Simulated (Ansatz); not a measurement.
Litharge PbO was calculated with r²SCAN+rVV10 in Ansatz (PAW).

Numerical settings: plane-wave cutoff 560 eV, 8×8×8 k mesh, Fermi–Dirac smearing 0.01 eV, scalar-relativistic PAW data made under PBE.

Response to compression and expansion:

Shape and atoms are relaxed at each volume.

```tsv
V (Å³/atom)	P (GPa)	direct gap at Γ (eV)	smallest gap on the k mesh (eV)	c (Å)
19.040	1.11	3.032	1.338	4.829
19.437	0.50	2.907	1.416	4.920
19.833	0.01	2.794	1.494	5.014
20.230	-0.43	2.696	1.578	5.103
20.627	-0.75	2.606	1.663	5.200
```

The fundamental gap (1.49 eV at the equilibrium volume, with added k points) lies elsewhere than Γ–Γ.

Note: the bulk modulus comes from volumes at which shape and atoms were relaxed.

Spin–orbit coupling is not included; with these elements it can move the gap by several tenths of an eV or more.

Ansatz is a quantum-chemistry and plane-wave program.
